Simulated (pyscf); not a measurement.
Elementary routes open to H₂N–BH–OH + hydrogen (H₂) in the gas phase (singlet surface):
A. H₂B–OH + ammonia (NH₃) (B–N, H–H broken; B–H, H–N formed)
B. H₂B–NH₂ + water (H₂O) (B–O, H–H broken; B–H, H–O formed)

PySCF, gas phase, ωB97X-D3(BJ)/def2-SVP geometries.

Task: Rank the routes by free-energy barrier at 900 K, lowest first, for ωB97M-D3(BJ)/def2-TZVP energies (ideal gas, 1 atm, RRHO with modes under 100 cm⁻¹ raised to 100, one conformer, R ln 2 for chiral ones without a mode under 150 cm⁻¹).

Result: A (309.7 kJ/mol), B (336.0 kJ/mol)

Route A is the fastest of these, ahead of the next by 26.3 kJ/mol. The most stable products are those of A (ΔG = +91.5 kJ/mol), so kinetics and thermodynamics agree. At 298 K A is still the fastest. A: On the product side the descent ends in an adduct with a B–N contact, 54.9 kJ/mol under the separated species and 154.1 kJ/mol under the saddle at ωB97X-D3(BJ)/def2-TZVP. Only these routes are compared; each barrier is that of the saddle found, and lower ones may exist.
